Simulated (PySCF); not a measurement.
**Dipole moment and polarisability of `[AlH2][Cl]`**

Species: AlClH2.
Geometry (PBE0-D3(BJ)/def2-SVP, Å), atoms numbered from 1 in this order:
```
atom  x, y, z in Å
Al1   -0.5187   -0.0240    0.0347
Cl2    1.5833   -0.1600    0.0298
H3    -1.1583    1.4197    0.0434
H4    -1.3407   -1.3722    0.0312
```

Level: CAM-B3LYP/def2-SVPD (PySCF), static field, nuclei fixed, core orbitals frozen in the response. The polarisability tensor in these axes (au):

```
x   48.93 -0.47 -0.03
y   -0.47 41.59  0.03
z   -0.03  0.03 35.58
```

**Question.** Diagonalise the tensor; give its mean and Δα, where Δα² is half the sum of the squared differences of the eigenvalues.

**Answer.** Principal values 35.58, 41.56 and 48.96 au; mean 42.03 au = 6.23 Å³ = 6.93 × 10⁻⁴⁰ C²·m²/J; Δα = 11.61 au (28 % of the mean).

**Question.** What is the dipole moment, and where does it point?

**Answer.** (-1.42, 0.09, 0.00) D, 1.42 D in size, pointing from the negative to the positive side. Measured along this direction, the outermost atoms are Cl2 at the negative end and H4 and H3 at the positive end.

**Question.** What depolarisation ratio follows for Rayleigh scattering of linearly polarised light, taking the static tensor?

**Answer.** ρ = 3Δα²/(45ᾱ² + 4Δα²) = 404.7/(79498 + 539.6) = 0.00506.

**Question.** Form Σ f/ω² (atomic units) for the 10 lowest TDDFT singlets, given as eV and f, and set it beside the mean polarisability, which is this sum over all singlets: 5.52, 0.0000; 6.91, 0.0000; 7.08, 0.0416; 7.19, 0.0311; 7.40, 0.0360; 8.21, 0.0790; 8.23, 0.0721; 8.44, 0.1367; 8.72, 0.0114; 9.10, 0.3461.

**Answer.** They add up to 7.83 au, 18.6 % of the 42.03 au; the largest single term is 3.10 au, from the state at 9.10 eV. Terms in order: 0.00, 0.00, 0.61, 0.45, 0.49, 0.87, 0.79, 1.42, 0.11, 3.10 au. Higher excitations give the rest. The strengths listed sum to 0.754.

**Question.** Find the Langevin capture rate constant for O2+ (31.990 u) meeting this molecule (63.966 u), k = 2.342 × 10⁻⁹ cm³/s × √(α in Å³ / reduced mass in u).

**Answer.** The reduced mass is 21.33 u, so k = 1.27 × 10⁻⁹ cm³/s. The formula leaves out the permanent dipole, which adds to the capture rate.

Geometry: PBE0-D3(BJ)/def2-SVP; no solvent, vibrations or thermal averaging.
